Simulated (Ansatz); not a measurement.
# CH₂+ (doublet): wave-function methods side by side, cc-pVTZ

One table from this session's results is given with a row withheld; the runs are named, their logs left out.

Computed with Ansatz 0.2.0, Gaussian basis. Level: cc-pVTZ, core rule «outside noble gas», up to 1 orbitals frozen.

To be run: UHF; CCSD(T) on ROHF; CCSD(T) on UHF; BCCD(T) on ROHF; CISD; CCSDT(Q) on ROHF; CCSDT(Q) on UHF; CASSCF and MRCISD+Q, 5 electrons in 6 orbitals; CASSCF and NEVPT2, 5 electrons in 6 orbitals.

14 further runs of the same task are left out: 1 for a mislabelled method, 3 that didn't finish, 10 set aside as unsound or not needed.

## What is computed

The geometry is a PBE0/def2-TZVP stationary point (not a proven minimum) of the parent state, kept for this charge and spin.

3 atoms, charge 1, spin multiplicity 2.

Atoms are counted from 1 here; the program's logs count them from 0.

Bond lengths: C1–H2 1.113 Å, C1–H3 1.113 Å. Angles: H2–C1–H3 101.6°.

Geometry (Å):

```xyz
3
CH2
C     0.0000   -0.1011    0.0000
H     0.0000    0.6021   -0.8621
H     0.0000    0.6021    0.8621
```

The first run:

Contents of in.yaml:

```yaml
crystal:
  periodic: [false, false, false]
  atoms:
    - {symbol: C, position_ang: [0.000000, -0.101062, 0.000000]}
    - {symbol: H, position_ang: [0.000000, 0.602132, -0.862093]}
    - {symbol: H, position_ang: [0.000000, 0.602132, 0.862093]}
basis:
  gaussian: {orbitals: cc-pVTZ}
total_charge: 1
magnetization: {spin_polarized: true, initial_magnetization: 1}
hamiltonian: {xc: hf}
output: {orbitals: {seedname: orbitals}}
```

Launch:

```
ansatz run in.yaml --threads 1 --pin off --events-out ev --progress --plain --max-ram 2393MiB
```

Steps of the session up to this table: UHF; CCSD(T) on ROHF; CCSD(T) on UHF; BCCD(T) on ROHF; CISD; CCSDT(Q) on ROHF; CCSDT(Q) on UHF; CASSCF and MRCISD+Q, 5 electrons in 6 orbitals; CASSCF and NEVPT2, 5 electrons in 6 orbitals.

One table of the session follows, with a row left open; its other results are not shown here.

| method | from UCCSDT(Q) (kcal/mol) |
| --- | --- |
| ROHF | +76.20 |
| UHF | +74.92 |
| RMP2 | +14.46 |
| UMP2 | +14.44 |
| CISD | +3.12 |
| RCCSD | +1.80 |
| UCCSD | +1.77 |
| RCCSD(T) | +0.33 |
| UCCSD(T) | +0.32 |
| BCCD(T) | +0.33 |
| RCCSDT | +0.04 |
| UCCSDT | +0.02 |
| RCCSDT(Q) | +0.01 |
| UCCSDT(Q) | 0 |
| CASSCF valence | +46.16 |
| NEVPT2 valence | +9.65 |
| MRCISD valence | ? |
| MRCISD+Q valence | +0.22 |

Estimate the missing values for MRCISD valence.

The run gave: from UCCSDT(Q) (kcal/mol): +1.33. In the column «from UCCSDT(Q) (kcal/mol)» it lies between BCCD(T) (+0.33) and UCCSD (+1.77).

To keep in mind: Restricted and unrestricted rows rest on different reference determinants; where their highest levels disagree by more than a few hundredths of an eV, they describe different states and don't form one ladder.
